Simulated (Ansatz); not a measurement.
Input for Ansatz (development build ahead of 0.2.0):

```yaml
crystal:
  periodic: [false, false, false]
  atoms:
    - { symbol: C, position_ang: [0.09691, -0.98245, -0.65692] }
    - { symbol: Cl, position_ang: [-0.07994, 0.5843, 0.35777] }
    - { symbol: H, position_ang: [0.10754, -0.78282, -1.71827] }
    - { symbol: H, position_ang: [1.073, -1.34415, -0.27649] }
    - { symbol: H, position_ang: [-0.70417, -1.6787, -0.37427] }
basis:
  gaussian: { orbitals: def2-SVP }
total_charge: 1
magnetization:
  spin_polarized: true
  initial_magnetization: 1
hamiltonian:
  xc: hf
correlation:
  method: mp2
  frozen_orbitals: { C: 1, Cl: 5, H: 0 }
output:
  forces: true
```

The input is written out in the form of the current development build from the run's settings.

The run gave:

```json
{"Converged": "yes", "Reference energy": "-498.55530 hartree", "Correlation energy": "-0.25251 hartree", "Total energy": "-498.80782 hartree", "Spin squared of the determinant": "0.758", "Stability test": "minimum"}
```

Forces (eV/Å):
```json
{"atom": "C1", "Fx": "0.065", "Fy": "0.068", "Fz": "1.106"}
{"atom": "Cl2", "Fx": "-0.007", "Fy": "-1.112", "Fz": "-0.928"}
{"atom": "H3", "Fx": "0.089", "Fy": "0.697", "Fz": "-0.465"}
{"atom": "H4", "Fx": "-0.078", "Fy": "0.089", "Fz": "-0.045"}
{"atom": "H5", "Fx": "-0.069", "Fy": "0.258", "Fz": "0.332"}
```

Caution: MP2 on this radical cation hangs on the determinant chosen.
